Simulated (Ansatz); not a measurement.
The first iterations of a band of CH$_{6}$BN (9 atoms, charge 0, multiplicity 1).

The calculation used RKS PBE-D4/def2-SVP (Ansatz).

* movable images: 2
* climbing image: yes
* spring: 5.0 eV/Å²
* optimiser: quadratic models (default)
* start path: through a guess of the saddle point
* force threshold: 0.05 eV/Å
* iteration limit: 60
* end points: relaxed

First end point:

```xyz
9
Properties=species:S:1:pos:R:3
B 0.327 0.170 -0.052
C 0.679 -0.077 1.467
H -0.177 -0.397 2.098
H 1.475 -0.849 1.554
H 1.113 0.842 1.917
H 1.185 0.542 -0.842
N -0.962 -0.024 -0.566
H -1.752 -0.333 0.004
H -1.203 0.128 -1.545
```

Last end point:

```xyz
9
Properties=species:S:1:pos:R:3
B -0.951 1.697 -0.609
C 1.147 -0.360 1.513
H 0.203 -0.828 1.853
H 1.923 -0.514 2.285
H 0.986 0.724 1.356
H 1.484 -0.823 0.566
N -1.282 0.385 -0.902
H -0.831 -0.409 -0.433
H -1.995 0.128 -1.594
```

| iteration | highest image above the first end (eV) | largest band force component (eV/Å) |
| --- | --- | --- |
| 1 | 6.908 | 8.159 |
| 2 | 4.372 | 3.785 |
| 3 | 3.761 | 1.590 |
| 4 | 3.770 | 1.164 |
| 5 | 4.228 | 1.054 |
| 6 | 4.594 | 1.161 |
| 7 | 4.574 | 1.000 |
| 8 | 4.472 | 1.069 |
| 9 | 4.456 | 0.997 |
| 10 | 4.423 | 1.098 |
| 11 | 4.403 | 1.299 |
| 12 | 4.381 | 1.336 |
| 13 | 4.351 | 1.242 |
| 14 | 4.315 | 0.953 |

Problem. Does the band converge within its limit, and where does its top end?

Solution. It converged. It ended after 43 iterations with the highest image 4.036 eV above the first end. Neighbouring images differ by up to 4.0 eV, so the band resolves the path poorly. Another band between the same ends (5 images) ends at a top of the same energy, where a vibrational analysis finds 1 clearly imaginary mode. So few images can step over the top or miss a turn of the path. The orbitals stay closed-shell, which can raise the energy where a bond breaks towards radicals; this wasn't checked here.

Run time: 47 s on 1 thread of AMD EPYC 9R45 96-Core Processor (Zen 5), on a shared host, peak memory 0.14 GiB.
